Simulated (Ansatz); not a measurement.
# AlO (oxoaluminum): U-wB97X/def2-TZVPPD

Aim: the vertical ionisation energy of AlO (oxoaluminum) at U-wB97X/def2-TZVPPD, from 2 runs. 

The results are computed with Ansatz 0.2.0.

36 further runs of the same task are left out: 36 set aside as unsound or not needed.

### Step 1. Starting point

The species is AlO (2 atoms), meant as a doublet with charge 0. SMILES: `[O]=[Al]`. The coordinates come from a PBE0-D4/def2-TZVP relaxation.

Bond lengths: O1–Al2 1.620 Å.

### Step 2. A single-point energy at U-wB97X/def2-TZVPPD

File molecule.yaml:

```yaml
crystal:
  periodic: [false, false, false]
  atoms:
    - {symbol: O, position_ang: [0.000000, -0.000000, -0.024920]}
    - {symbol: Al, position_ang: [-0.000000, 0.000000, 1.594970]}
basis:
  gaussian:
    orbitals: def2-TZVPPD.json
magnetization:
  spin_polarized: true
  initial_magnetization: 1
hamiltonian:
  xc: {name: wB97X}
accuracy: high
output: {orbitals: {seedname: orbitals}}
```

The basis set def2-TZVPPD is read from a file made from the Basis Set Exchange's data (not shown).

Started as:

```bash
ansatz run molecule.yaml --threads 1 --pin off --max-ram 3480MiB --events-out events.jsonl --progress --plain --runs-dir runs
```

Log:

```text
Warning: RAYON_NUM_THREADS=1 ignored (pool sized by the plan → 1); use --threads N
Functional definition: wB97X
  name "wB97X"
  parameter omega = 0.3/bohr
  parameter cx = 0.157706
  parameter cx1 = 0.726479
  parameter cx2 = 1.04760
  parameter cx3 = -5.70635
  parameter cx4 = 13.2794
  parameter css1 = -4.33879
  parameter css2 = 18.2308
  parameter css3 = -31.7430
  parameter css4 = 17.2901
  parameter cos1 = 2.37031
  parameter cos2 = -11.3995
  parameter cos3 = 6.58405
  parameter cos4 = -3.78132
  exchange = spin_sum(e_x_unif_sr(omega)*poly(b97_u_x, 1 - cx, cx1, cx2, cx3, cx4)) + cx*exact_x_sr(omega)
      + exact_x_lr(omega)
  correlation = spin_sum(e_c_pw_same_spin*poly(b97_u_same, 1, css1, css2, css3, css4))
      + integral(e_c_pw_opposite_spin*poly(b97_u_opposite, 1, cos1, cos2, cos3, cos4))
1150 factors; integrals over basis functions are off by at most 3.3e-9 eV
299 factors; integrals over basis functions are off by at most 1.1e-9 eV
mean field evaluation 1: about -8632.4094 eV, gradient 5.1e1 eV
mean field evaluation 2: about -8539.4376 eV, gradient 1.3e2 eV
mean field evaluation 4: about -8642.6823 eV, gradient 2.7e0 eV
mean field evaluation 8: about -8642.7802 eV, gradient 6.6e-1 eV
mean field evaluation 16: about -8642.7887 eV, gradient 1.3e-3 eV
mean field evaluation 32: about -8642.1027 eV, gradient 7.5e0 eV
mean field -8642.78869500 eV, -317.6166262486 hartree, gradient 8.7e-8 eV, S^2 0.763525; 1 other end points of the search recorded, 0 dependent functions left out
reference -8642.78869302 eV, -317.6166261758 hartree; 11, 10 occupied and 77, 78 virtual orbitals, 1150 factors
Total energy: -8642.78869302 eV, -317.6166261758 hartree
```

It took 26 s on 1 thread of Arm Neoverse V1, shared host; peak memory 0.43 GiB.

### Step 3. The singlet cation, same level

File in.yaml:

```yaml
crystal:
  periodic: [false, false, false]
  atoms:
    - {symbol: O, position_ang: [0.000000, -0.000000, -0.024920]}
    - {symbol: Al, position_ang: [-0.000000, 0.000000, 1.594970]}
basis:
  gaussian:
    orbitals: def2-TZVPPD.json
hamiltonian:
  xc: {name: wB97X}
output: {orbitals: {seedname: orbitals}}
total_charge: 1
accuracy: high
```

The basis set def2-TZVPPD is read from a file made from the Basis Set Exchange's data (not shown).

Started as:

```bash
ansatz run in.yaml --threads 1 --pin off --max-ram 3480MiB --events-out events.jsonl --progress --plain --runs-dir runs
```

Log:

```text
Warning: RAYON_NUM_THREADS=1 ignored (pool sized by the plan → 1); use --threads N
[... 17 set-up lines as earlier in the session ...]
      + exact_x_lr(omega)
[... 1 set-up line as earlier in the session ...]
      + integral(e_c_pw_opposite_spin*poly(b97_u_opposite, 1, cos1, cos2, cos3, cos4))
1150 factors; integrals over basis functions are off by at most 3.3e-9 eV
299 factors; integrals over basis functions are off by at most 1.1e-9 eV
mean field evaluation 1: about -8603.8083 eV, gradient 1.3e2 eV
mean field evaluation 2: about -8415.8890 eV, gradient 2.0e2 eV
mean field evaluation 4: about -8631.2037 eV, gradient 1.5e1 eV
mean field evaluation 8: about -8632.3884 eV, gradient 1.2e0 eV
mean field evaluation 16: about -8632.3933 eV, gradient 2.7e-4 eV
mean field -8632.39328454 eV, -317.2346019605 hartree, gradient 2.8e-8 eV, S^2 0.000000; 0 other end points of the search recorded, 0 dependent functions left out
reference -8632.39328173 eV, -317.2346018572 hartree; 10, 10 occupied and 78, 78 virtual orbitals, 1150 factors
Total energy: -8632.39328173 eV, -317.2346018572 hartree
```

It took 11 s on 1 thread of Arm Neoverse V1, shared host; peak memory 0.27 GiB.

### Step 4. Results

At U-wB97X/def2-TZVPPD:

| quantity | value |
| --- | --- |
| doublet AlO: total energy | -317.61663 Eh |
| doublet AlO: HOMO energy (highest over α and β) | -10.06 eV |
| doublet AlO: LUMO energy (lowest over α and β) | -2.71 eV |
| doublet AlO: ⟨S²⟩ | 0.764 |
| singlet cation: total energy | -317.23460 Eh |
| singlet cation: HOMO energy | -17.90 eV |
| singlet cation: LUMO energy | -10.71 eV |
| singlet cation: HOMO–LUMO gap | 7.20 eV |
| vertical ionisation energy (to the singlet cation) | 10.395 eV |

The vertical ionisation energy comes to 10.40 eV (1003 kJ/mol). Only the singlet of the ionised species was computed; a triplet could lie lower.
